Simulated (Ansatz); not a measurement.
allene (SMILES C=C=C) moved off its minimum; all values from Ansatz (a first-principles code), cores frozen in correlated methods.
(charge 0, multiplicity 1)
```xyz
7

C      1.32422     0.00752    -0.00016
C      0.01385    -0.02531    -0.04496
C     -1.24129     0.02505    -0.02026
H      1.88149    -0.65922    -0.74036
H      1.86992     0.65761     0.69746
H     -1.86647     0.64116    -0.64264
H     -1.80476    -0.65422     0.60325
```

Forces at MP2/cc-pVTZ (eV/Å):

| atom | Fx | Fy | Fz |
|---|---|---|---|
| C1 | 0.811 | -0.967 | -1.130 |
| C2 | 3.835 | 0.514 | 0.180 |
| C3 | -3.978 | -0.456 | 0.143 |
| H4 | -0.613 | 1.108 | 1.326 |
| H5 | -0.292 | -0.430 | -0.470 |
| H6 | 0.206 | 0.356 | -0.214 |
| H7 | 0.031 | -0.125 | 0.166 |

Task: Give the forces (eV/Å), the total energy and the dipole at CCSD(T)/cc-pVTZ.

Result: 
| atom | Fx | Fy | Fz |
|---|---|---|---|
| C1 | 0.998 | -0.940 | -1.100 |
| C2 | 3.853 | 0.479 | 0.150 |
| C3 | -4.197 | -0.434 | 0.155 |
| H4 | -0.539 | 1.053 | 1.262 |
| H5 | -0.229 | -0.386 | -0.421 |
| H6 | 0.146 | 0.398 | -0.257 |
| H7 | -0.031 | -0.171 | 0.211 |
Energy -116.4258 hartree, dipole 0.13 D.
